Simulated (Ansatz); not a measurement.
Predict the output of the script below (Ansatz's Python interface).

`run_dimer.py`:
```python
"""Interaction energy of two H3OPS molecules, with the counterpoise correction."""

import ansatz

FIRST = [
    ("O", (-1.407, 0.3541, -0.5169)),
    ("P", (-0.049, 0.8527, 0.1156)),
    ("S", (0.5777, -1.0691, 0.6226)),
    ("H", (-1.6892, -0.4135, -0.0932)),
    ("H", (0.6968, 1.0151, -1.0988)),
    ("H", (1.8707, -0.7392, 0.9707)),
]
SECOND = [
    ("O", (-1.2957, -3.3358, -3.041)),
    ("P", (-1.2672, -3.3597, -1.4625)),
    ("S", (-3.234, -2.6947, -1.2817)),
    ("H", (-1.8702, -2.6791, -3.3361)),
    ("H", (-1.4905, -4.7639, -1.2734)),
    ("H", (-3.3634, -2.9154, 0.0734)),
]

def energy(atoms, ghosts=()):
    molecule = ansatz.Crystal.molecule()
    for symbol, xyz in atoms:
        molecule = molecule.atom(symbol, xyz)
    calc = (
        molecule.calculation()
        .basis(gaussian="def2-SVP")
        .correlation("mp2")
        .accuracy("medium")
    )
    deck = calc.input()
    if ghosts:
        deck = deck.set(ansatz.key.basis.gaussian.ghost_atoms, [{"symbol": s, "position_ang": list(xyz)} for s, xyz in ghosts])
    return ansatz.Session.from_dict(deck).plan().execute().report["free_energy_ev"]

# monomers in their own basis and in the basis of the dimer
both = energy(FIRST + SECOND)
alone = energy(FIRST) + energy(SECOND)
ghosted = energy(FIRST, SECOND) + energy(SECOND, FIRST)
print(f"dimer {both:.6f} eV")
print(f"interaction, uncorrected   {23.060548 * (both - alone):8.3f} kcal/mol")
print(f"interaction, counterpoise  {23.060548 * (both - ghosted):8.3f} kcal/mol")
print(f"basis-set superposition    {23.060548 * (alone - ghosted):8.3f} kcal/mol")
```

```console
$ python run_dimer.py
dimer -44354.905915 eV
interaction, uncorrected     -1.013 kcal/mol
interaction, counterpoise     1.919 kcal/mol
basis-set superposition       2.932 kcal/mol
```

Uncorrected it is -1.013 kcal/mol, with the counterpoise correction 1.919 kcal/mol; the difference, 2.932 kcal/mol, is the superposition error. The sign changes with the correction, so this basis doesn't settle it.

Caveats:
- These settings explore the input space; basis and method may be short of convergence.
- The dimer is a generated trial pose of unrelaxed monomers, not a minimum, so the figure is no binding energy, and the basis set is small.
- The whole script took 8.2 s on 1 thread of Arm Neoverse V2, on a shared host, peak memory 0.34 GiB.
